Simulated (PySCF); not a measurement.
## Deprotonation sites of hydrogen cyanide

System: `C#N` (CHN). Non-hydrogen atoms are numbered in `[CH:1]#[N:2]`.

Computed at ωB97X-D3(BJ)/ma-def2-TZVP // PBE0-D3(BJ)/ma-def2-SVP with PySCF (density fitting, grid level 2). The prefix ma- adds one diffuse s and one diffuse p function on all atoms but H. ωB97X-D3(BJ) is ωB97X-V with D3(BJ) in place of VV10. Zero-point and thermal terms (298.15 K, 1 bar) come from unscaled PBE0-D3(BJ)/ma-def2-SVP harmonic frequencies, with soft modes damped to free rotors in the entropy.

```tsv
site	product	ΔH(acid) / kcal/mol	ΔG(acid) / kcal/mol
C1 (nitrile carbon)	[C-]#N	350.2	342.8
```

ΔH and ΔG refer to AH → A⁻ + H⁺ in the gas phase.

In DMSO the product from C1 is solvated 61.9 kcal/mol more strongly than the parent (electrostatics only).

In toluene the product from C1 is solvated 37.2 kcal/mol more strongly than the parent (electrostatics only).

Measured values (NIST Chemistry WebBook, evaluated or the median of agreeing entries): deprotonation enthalpy (ΔH) 1466 kJ/mol (computed 1465, difference -1); gas-phase acidity (ΔG) 1436 kJ/mol (computed 1434, difference -2).

Hardware: 1 thread of AMD EPYC 9R45 96-Core, shared with other jobs. Command: `OMP_NUM_THREADS=1 python redox_run.py task.json out`. Structures, frequencies and single points: 5.5 s.
